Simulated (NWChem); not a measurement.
System: C3H7 cation

```xyz
10

C      1.2837     0.0140     0.1933
C      0.0000     0.0000    -0.4533
C     -1.2837    -0.0140     0.1933
H      2.0331    -0.6180    -0.3385
H      1.2815    -0.1110     1.2911
H      1.6783     1.0449    -0.0592
H      0.0000     0.0000    -1.5646
H     -1.6783    -1.0449    -0.0592
H     -2.0331     0.6180    -0.3385
H     -1.2815     0.1110     1.2911
```
Atoms are numbered in this order, from 1.

All runs: NWChem. Geometry optimised at PBE-D3(BJ)/def2-SVP; all other runs use it. 

```
quantity                                                                  level  value
---------------------------------------------------------  --------------------  -----
isotropic polarisability (bohr³) at 589 nm                      B3LYP/def2-SVPD   37.0
cavity-dispersion-structure term (kcal/mol) in chloroform  M06-2X/def2-SVP, SMD   -1.5
charge (e), Mulliken C1                                          B3LYP/def2-SVP   0.01
orbital gap (eV)                                                M05-2X/def2-SVP      …
highest harmonic frequency (cm⁻¹)                           PBE-D3(BJ)/def2-SVP      …
```

Some entries are withheld; supply them.


- orbital gap (eV), value: 10.19
- highest harmonic frequency (cm⁻¹), value: 3122
